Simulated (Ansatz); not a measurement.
Reaction (SMILES): NC=O → [NH2] (NH2) + O=[CH] (CHO) (the C-N bond breaks)

Quantity: bond dissociation energy (enthalpy at 298 K), in kcal/mol. Set-up: frozen cores in correlated levels; spin-orbit terms left out; six Cartesian d functions in 6-31G* and its kin unless marked 5d; non-relativistic; UHF or UKS for open shells; LANL2DZ all-electron up to Ne; 6-311+G** with 5d. CBS marks a two-point X^-3 extrapolation of the correlation energy; Hartree-Fock from the larger set. [CCSD(T)-MP2]/basis is that difference in the basis named. Ab initio and DFT rows: single points at B3LYP-D3(BJ) geometries (Ansatz, an electronic-structure program), with unscaled harmonic terms from B3LYP/6-31G* at its own minima. A UHF reference is markedly spin-contaminated in at least one set, which strains HF and MP2.

Measured values: CRC Handbook, as tabulated in the package chemicals; G2/97 table in ASE (Curtiss et al.); G2/97 table in ASE (Curtiss et al.), the entry of H2N doubted and unchecked; they hold spin-orbit and core effects, anharmonicity and other conformers. 

Value to compare with, the measured value: 101.4 kcal/mol.

```
level                                                          program  bond dissociation energy (enthalpy at 298 K) (kcal/mol)  error
-------------------------------------------------------------  -------  -------------------------------------------------------  -----
MP2/STO-3G                                                      Ansatz                                                     82.0  -19.4
MP2/3-21G                                                       Ansatz                                                     97.2   -4.2
MP2/LANL2DZ                                                     Ansatz                                                     95.1   -6.3
MP2/6-31G*                                                      Ansatz                                                    100.5   -0.9
MP2/6-311+G**                                                   Ansatz                                                     99.2   -2.2
RI-MP2/CBS(aug-cc-pVTZ,aug-cc-pVQZ)+[CCSD(T)-MP2]/aug-cc-pVTZ   Ansatz                                                     99.5   -1.9
```

Among the 5 habitual levels, MP2/STO-3G lies farthest from the measured value (-19.4 kcal/mol) and MP2/6-31G* nearest (-0.9); 0 of 5 lie above it, and their mean absolute error is 6.6 kcal/mol, the median 4.2. One case shows no general order.

The sets are all those run for this method; runs whose electronic state is in doubt are left out.
